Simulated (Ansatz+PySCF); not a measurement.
**singlet C₄H₈ in separate pieces: levels of theory in one basis**

```yaml
atoms:
  - { symbol: C, position_ang: [0.0000, 0.0000, -0.6653] }
  - { symbol: C, position_ang: [0.0000, 0.0000, 0.6653] }
  - { symbol: H, position_ang: [0.0000, -0.9311, -1.2403] }
  - { symbol: H, position_ang: [0.0000, 0.9311, -1.2403] }
  - { symbol: H, position_ang: [0.0000, -0.9311, 1.2403] }
  - { symbol: H, position_ang: [0.0000, 0.9311, 1.2403] }
  - { symbol: C, position_ang: [30.0567, 0.4511, -0.4858] }
  - { symbol: C, position_ang: [29.9433, -0.4511, 0.4858] }
  - { symbol: H, position_ang: [30.9284, 1.1083, -0.5612] }
  - { symbol: H, position_ang: [29.2829, 0.5735, -1.2499] }
  - { symbol: H, position_ang: [30.7171, -0.5735, 1.2499] }
  - { symbol: H, position_ang: [29.0716, -1.1083, 0.5612] }
```

Basis set: cc-pVDZ (spherical functions). Correlated methods keep 4 orbitals frozen. Charge 0, multiplicity 1.

Computed with Ansatz (development build ahead of 0.2.0); each method stands on the lowest determinant of its kind that the runs found. NEVPT2 correlates all electrons. Active spaces start from the frontier orbitals, and the lowest solution found is given.

| method | E − E(RHF) (eV) | <S²> of the determinant |
| --- | --- | --- |
| RHF | 0.00 | 0.00 |
| CASSCF(4,4) | -1.51 | – |
| CASSCF(2,2) | -0.76 | – |
| SC-NEVPT2(4,4) | -15.49 | – |
| SC-NEVPT2(2,2) | -15.37 | – |

Q: What does RHF-MP2 give on the same scale?

A: -14.98 eV.

Q: Is a single determinant a sound starting point here?

A: Only with care. Unrestricted orbitals gain 0.00 eV and <S²> is 0.00 against 0.00 for a pure state, but bonds are stretched. The CASSCF(4,4) natural occupations are 1.91, 1.91, 0.09, 0.09. The CASSCF(2,2) natural occupations are 1.91, 0.09.

Caution for RHF-MP2: bonds are stretched, where a single reference can fail. Caution for CASSCF(2,2), SC-NEVPT2(2,2): other starts end on other solutions of this active space.
